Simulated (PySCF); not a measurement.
**A diatomic session: AlN**

One table from this session's results is given with a row withheld; the runs are named, their logs left out.

The runs use PySCF 2.14.0; Al 6-311G(d,p), N 6-311G(d,p), no relativity.

The first run:

Settings of the job:

- atoms: Al, N
- charge: 0
- basis: Al 6-311G(d,p), N 6-311G(d,p)
- Hamiltonian: no relativity
- basis functions: 44
- electrons treated: 20
- masses in u: 26.9815, 14.0031
- levels: PBE0, PBE, r²SCAN, PW91, B2PLYP, LDA, ωB97X, HF, MP2, SCS-MP2, CCSD, CCSD(T)
- grid: 80 radial by 434 angular points
- occupations: held fixed by the projection of orbital angular momentum
- dissociation limit: Al + N, each in its ground configuration
- starting distance in angstrom: 1.850
- values of 2S to try: 0, 2, 4

Among the steps run: The job; PBE0 along the bond; Higher solutions at PBE0; PBE (GGA); r²SCAN (meta-GGA); PW91 (GGA); B2PLYP; LDA; ωB97X; UHF (mean field); Adding correlation.

One table of the session follows, with a row left open; its other results are not shown here.

It belongs to the step «The curves together». Energy (eV) from each level's lowest point:

```
R (Å)    UHF  UHF-MP2  UHF-SCS-MP2  UHF-CCSD  UHF-CCSD(T)
1.667  0.671    0.711        0.719       n/a          n/a
1.744  0.273    0.300        0.307     0.312        0.320
1.822  0.068    0.083        0.087     0.091        0.096
1.880  0.005    0.012        0.014     0.016        0.019
1.938  0.000    0.000        0.000     0.000        0.000
1.996  0.039    0.033        0.030     0.027        0.025
2.074  0.138    0.128        0.121     0.113        0.106
2.171      ?        ?            ?         ?            ?
2.287  0.547    0.582        0.568     0.500        0.483
2.442  0.813    1.056        1.056       n/a          n/a
```

Q: Estimate the row for R (Å) = 2.171 from the others.

Worked estimate for «UHF». A straight line through the neighbours (2.074, 0.138) and (2.287, 0.547) gives 0.138 + (0.547 − 0.138) × (2.171 − 2.074) / (2.287 − 2.074) = 0.324; a parabola fitted to 4 rows on both sides gives 0.327.

The run gave: UHF: 0.311; UHF-MP2: 0.305; UHF-SCS-MP2: 0.293; UHF-CCSD: 0.271; UHF-CCSD(T): 0.260. In «UHF» the line misses by +0.013 and the parabola by +0.016.

State 2 has its PBE0 minimum 0.02 eV higher. The other levels ran on the lowest alone.

Caveats from the session: At some levels the lowest empty orbital lies below the highest filled one (the two can be of opposite spin).
